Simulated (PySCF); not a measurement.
SnH$_{4}$, singlet: vertical spin and charge gaps

Geometry (PBE0/def2-TZVP stationary point for this spin, not checked as a minimum):

```xyz
5

Sn    0.0000    0.0000    0.0000
H     0.9788    0.9872    0.9851
H    -0.9890   -0.9799    0.9822
H    -0.9784    0.9802   -0.9924
H     0.9886   -0.9875   -0.9749
```

Basis def2-SVP with its core potentials; PySCF 2.14.0. Correlated methods freeze the noble-gas cores and the filled d shells of p-block atoms. Prefix R: restricted or restricted open-shell reference. No spin–orbit coupling is included; scalar relativity enters through the core potentials alone.

Gaps are energies of the second state less the first, at fixed atoms, for a selection of the levels run; mean-field and cluster levels share one orbital occupation for each state, and full CI takes the lowest of the symmetries tried.

Removing an electron, to the doublet: 11.559 eV at RCCSDT.

| level | gap (eV) | error (meV) |
| --- | --- | --- |
| RHF | 11.037 | -522 |
| RMP2 | 11.547 | -12 |
| RCCSD | 11.575 | 16 |
| RCCSD(T) | 11.569 | 10 |
| PBE | 11.186 | -373 |
| r2SCAN | 11.476 | -83 |
| PBE0 | 11.551 | -8 |
| B3LYP | 11.608 | 49 |
| wB97M-V | 11.717 | 158 |
| B2PLYP | 11.562 | 3 |

In so small a basis the reference is far from its limit while semilocal and hybrid functionals are nearer theirs (RPA and double hybrids share part of the reference's basis error), so the functionals' errors here hold much of the reference's basis and frozen-core error, which can add to them or hide them.

Full CI isn't at hand for all of this; RCCSDT serves as the reference. It lacks quadruple excitations.
